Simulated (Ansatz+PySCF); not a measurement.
Results of a calculation; reference values are marked as such.
Input for Ansatz (development build ahead of 0.2.0):

```yaml
crystal:
  periodic: [false, false, false]
  atoms:
    - { symbol: F, position_ang: [0.0, 0.0, 0.0] }
    - { symbol: O, position_ang: [30.03315, -0.09415, 0.066] }
    - { symbol: H, position_ang: [30.56698, 0.65465, -0.21875] }
    - { symbol: H, position_ang: [29.16781, 0.09855, -0.30924] }
basis:
  gaussian: { orbitals: STO-3G }
total_charge: -1
magnetization:
  spin_polarized: true
hamiltonian:
  xc: hf
correlation:
  method: mp2
  frozen_orbitals: { F: 1, H: 0, O: 1 }
scf:
  omitted_lower_state_checks: [starts, atomic_configurations, cluster_reference, orbital_swaps, given_window_search, neighbouring_geometries, increment]
```

The input is written out in the form of the current development build from the run's settings.

The run gave:

- Converged: yes
- Reference energy: -172.57739 hartree
- Correlation energy: -0.03605 hartree
- Total energy: -172.61344 hartree
- Spin squared of the determinant: 0.000
- Stability test: minimum

Caution: no diffuse functions for an anion.
